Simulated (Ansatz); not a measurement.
The input, for Ansatz 0.2.0:

```yaml
crystal:
  periodic: [false, false, false]
  atoms:
    - {symbol: Ga, position_ang: [-0.015433, -0.009008, 1.634840]}
    - {symbol: C, position_ang: [-0.016266, -0.025151, -0.215713]}
    - {symbol: O, position_ang: [0.031698, 0.034159, -1.419127]}
basis:
  gaussian: {orbitals: cc-pVDZ}
magnetization: {spin_polarized: true, initial_magnetization: 3}
hamiltonian: {xc: hf}
output: {orbitals: {seedname: orbitals}}
```

```sh
$ ansatz run in.yaml --threads 1 --pin off --events-out ev --progress --plain --max-ram 2393MiB
```

The program prints:

```
586 factors; integrals over basis functions are off by at most 1.2e-3 eV
mean field evaluation 1: about -55394.4150 eV, gradient 2.1e1 eV
mean field evaluation 2: about -55394.4220 eV, gradient 2.1e1 eV
mean field evaluation 4: about -55397.9282 eV, gradient 3.9e0 eV
mean field evaluation 8: about -55398.5568 eV, gradient 2.8e-1 eV
mean field evaluation 16: about -55398.0465 eV, gradient 2.7e0 eV
mean field evaluation 32: about -55390.5712 eV, gradient 8.0e0 eV
mean field evaluation 64: about -55394.4115 eV, gradient 2.1e1 eV
mean field -55398.55985939 eV, -2035.8595243401 hartree, gradient 2.5e-5 eV, S^2 3.782906; 0 other end points of the search recorded, 0 dependent functions left out
reference -55398.55985939 eV, -2035.8595243401 hartree; 24, 21 occupied and 31, 34 virtual orbitals, 586 factors
Total energy: -55398.55985939 eV, -2035.8595243401 hartree
```

Ran on 1 thread of Arm Neoverse V2, shared host: 1.6 s wall, 0.1 GiB peak host memory.
